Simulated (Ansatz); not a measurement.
The input, for Ansatz 0.2.0:

```yaml
crystal:
  periodic: [false, false, false]
  atoms:
    - {symbol: Sn, position_ang: [0.000000, 0.000000, -1.346200]}
    - {symbol: H, position_ang: [0.000000, 0.000000, 4.347800]}
    - {symbol: H, position_ang: [0.000000, 0.000000, -3.001600]}
basis:
  gaussian: {orbitals: def2-SVP}
total_charge: 1
magnetization: {spin_polarized: false, initial_magnetization: 1}
correlation: {method: fic_mrcisd_q, electrons: outside_noble_gas, active_space: {window: {electrons: 5, orbitals: 6}, shells: [{species: H, l: s, shell: 1}, {species: Sn, l: s, shell: 5}, {species: Sn, l: p, shell: 5}]}}
```

```sh
$ ansatz run in.yaml --threads 1 --pin off --events-out ev --progress --plain --max-ram 2393MiB
```

Output:

```
722 factors; integrals over basis functions are off by at most 2.1e-7 eV
mean field evaluation 1: about -5826.7420 eV, gradient 8.3e0 eV
mean field evaluation 2: about -5826.7523 eV, gradient 8.3e0 eV
mean field evaluation 4: about -5827.2344 eV, gradient 3.9e-1 eV
mean field evaluation 8: about -5827.2346 eV, gradient 2.4e-1 eV
mean field -5827.23561880 eV, -214.1469591488 hartree, gradient 2.4e-6 eV, S^2 0.750000; 0 other end points of the search recorded, 0 dependent functions left out
reference -5827.23561880 eV, -214.1469591488 hartree; 12, 11 occupied and 24, 25 virtual orbitals, 722 factors
state -5828.36515353 eV, -214.1884687846 hartree
contracted CI cycle   1: correlation 0.00000000 eV, 0.0000000000 hartree, residual 6.11e0 eV
contracted CI cycle   2: correlation -0.65717737 eV, -0.0241508230 hartree, residual 1.30e0 eV
contracted CI cycle   3: correlation -0.68730640 eV, -0.0252580442 hartree, residual 3.26e-1 eV
contracted CI cycle   4: correlation -0.68892219 eV, -0.0253174234 hartree, residual 7.69e-2 eV
contracted CI cycle   5: correlation -0.68902226 eV, -0.0253211009 hartree, residual 1.81e-2 eV
contracted CI cycle   6: correlation -0.68902798 eV, -0.0253213113 hartree, residual 5.08e-3 eV
contracted CI cycle   7: correlation -0.68902838 eV, -0.0253213261 hartree, residual 1.24e-3 eV
contracted CI cycle   8: correlation -0.68902841 eV, -0.0253213270 hartree, residual 3.51e-4 eV
state -5828.36515353 eV, -214.1884687846 hartree; corrected -5829.06552780 eV, -214.2142070643 hartree
Total energy: -5829.06552780 eV, -214.2142070643 hartree
Checks for a lower state left out: starts, orbital_swaps
```

Natural occupations: 1.9782 1.9100 1.0000 0.0427 0.0427 0.0263.

For the same geometry and basis full CI lies 2.7 meV lower.

Ran on 1 thread of Intel Xeon Platinum 8488C, shared host: 1.1 s wall, 0.21 GiB peak host memory.
